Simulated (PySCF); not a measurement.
## Computed and published core binding energies of trimethylamine

What was measured (core binding energies): C 1s of C1/C3/C4 291.26 eV [1]; N 1s of N2 (atom 2) 404.82 eV [1]. Sources and the comparison follow the method.

Compound: trimethylamine, C₃H₉N.
Numbering: `[CH3:1][N:2]([CH3:3])[CH3:4]`

Structure used (GFN2-xTB), in Å, numbered top down from 1:
```
atom  x, y, z in Å
C1    -0.357    1.301    0.379
N2    -0.137   -0.122    0.522
C3     1.266   -0.453    0.395
C4    -0.943   -0.877   -0.414
H5    -0.065    1.679   -0.614
H6     0.221    1.829    1.136
H7    -1.413    1.516    0.535
H8     1.676   -0.199   -0.596
H9     1.398   -1.522    0.561
H10    1.830    0.088    1.153
H11   -0.695   -0.655   -1.465
H12   -0.791   -1.941   -0.239
H13   -1.994   -0.644   -0.248
```

Method: delta-SCF UKS SCAN, pcX-2 on the ionised atom, pcseg-1 elsewhere, spin-free X2C in PySCF. These are vertical core ionisation energies against the vacuum level, from separate self-consistent calculations with and without the core hole.

| atom | environment | level | this calculation (eV) | reference (eV) | difference (eV) | source |
| --- | --- | --- | --- | --- | --- | --- |
| C1/C3/C4 | N-methyl carbon | C 1s | 291.20 | 291.26 | -0.06 | [1] |
| N2 | tertiary amine nitrogen | N 1s | 404.65 | 404.82 | -0.17 | [1] |

[1] measured, gas; Beach, A photoelectron spectroscopic study of bonding in inorganic and organometallic compounds, PhD thesis, LBL 1985

How well does this level of theory reproduce the measurements here?

Over the 2 different measured values (2 distinct lines) the mean signed difference is -0.12 eV, the mean unsigned one 0.12 eV and the largest 0.17 eV. The calculation is vertical and has no vibrational structure, and measured positions depend on the energy calibration.

Atoms equivalent by their bonding share one computed value, that of the first of them. Isolated species at its GFN2-xTB geometry, gas phase.
